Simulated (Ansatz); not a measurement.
# Multireference treatment of CH3N, singlet

Program: Ansatz, Gaussian basis, development build. Basis cc-pVDZ, nonrelativistic, no frozen core. State-specific CASSCF; RHF is the lowest restricted (open-shell) Hartree–Fock solution met. No symmetry is imposed, so a solution can break that of the shape. No proof that the lowest CASSCF solution was found.

Geometry:

```xyz
5

C     0.0000    0.0281    0.5921
N     0.0000   -0.1536   -0.6758
H     0.0000    1.0006    1.0943
H     0.0000   -0.8470    1.2401
H     0.0000    0.7531   -1.1566
```

Q: What do CASSCF and its corrections give against RHF in CAS(4,3), and what are the occupations?

A: CASSCF -0.963 eV, SC-NEVPT2 -8.397 eV; occupations 2.00, 1.91, 0.09.
